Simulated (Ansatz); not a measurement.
**Ru (hcp): energy against volume**

Method: DFT, LDA (PW92), plane waves (420 eV) with PAW, scalar-relativistic in Ansatz. The PAW files were generated under PBE, with cores re-solved for the functional.

The cell is scaled uniformly from the relaxed one, with fractional coordinates and shape fixed. Energies are extrapolated to zero smearing, pressures are those at the given smearing. Magnetic state: spin not included.

A Birch-Murnaghan fit gives V₀ = 13.08 Å³/atom, B₀ = 367 GPa, B₀′ = 4.8.

Task: What are the energy above the minimum and the pressure at 12.047 Å³/atom?

Result: 110.5 meV/atom and 37.15 GPa as computed.

Task: What are the energy above the minimum and the pressure at 13.618 Å³/atom?

Result: 23.1 meV/atom and -13.10 GPa as computed.

Task: What are the energy above the minimum and the pressure at 14.142 Å³/atom?

Result: 84.3 meV/atom and -23.43 GPa as computed.
